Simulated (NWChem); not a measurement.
# dimethyl ether (C2H6O); SMILES COC

Results from NWChem. Pople sets run with spherical d functions. B3LYP is NWChem's, with the RPA form of VWN correlation. The level has its own optimisation; frequencies are unscaled.

### Question
Predict the results for B3LYP/6-31G*. Quantities: r C–O (Å); highest harmonic frequency (cm⁻¹); lowest (cm⁻¹); zero-point energy (kcal/mol); dipole (D).

### Answer
```
Item                               Value
---------------------------------  -----
r C–O (Å)                          1.409
highest harmonic frequency (cm⁻¹)   3135
lowest (cm⁻¹)                        226
zero-point energy (kcal/mol)        50.4
dipole (D)                          1.26
```
